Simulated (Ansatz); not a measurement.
# SiN+ (triplet): the correlation ladder, def2-QZVPP

One table from this session's results is given with a row withheld; the runs are named, their logs left out.

Computed with Ansatz 0.2.0, Gaussian basis. Level: def2-QZVPP, core rule «outside noble gas», up to 6 orbitals frozen.

To be run: UHF; ROHF; CCSD(T) on UHF.

2 further runs of the same task are left out: 2 set aside as unsound or not needed.

## The geometry

The geometry is a PBE0/def2-TZVP stationary point (not a proven minimum).

2 atoms, charge 1, spin multiplicity 3.

Atoms are counted from 1 here; the program's logs count them from 0.

Bond lengths: Si1–N2 1.785 Å.

Set-up of the first run:

The input, in.yaml:

```yaml
crystal:
  periodic: [false, false, false]
  atoms:
    - {symbol: Si, position_ang: [0.000000, 0.000000, 0.000000]}
    - {symbol: N, position_ang: [0.000000, 0.000000, 1.785400]}
basis:
  gaussian: {orbitals: "def2-QZVPP.json"}
total_charge: 1
magnetization: {spin_polarized: true, initial_magnetization: 2}
hamiltonian: {xc: hf}
output: {orbitals: {seedname: orbitals}}
```

The run is started by

```bash
$ ansatz run in.yaml --threads 1 --pin off --events-out ev --progress --plain --max-ram 2393MiB
```

Among the steps run: UHF; ROHF; CCSD(T) on UHF.

One table of the session follows, with a row left open; its other results are not shown here.

| method | from UCCSD(T) (kJ/mol) |
| --- | --- |
| ROHF | ? |
| UHF | +626.7 |
| UMP2 | +98.8 |
| UCCSD | +23.7 |
| UCCSD(T) | 0 |

**Question.** Estimate the row for ROHF.

**Answer.** from UCCSD(T) (kJ/mol): +641.8. In the column «from UCCSD(T) (kJ/mol)» it is the highest.
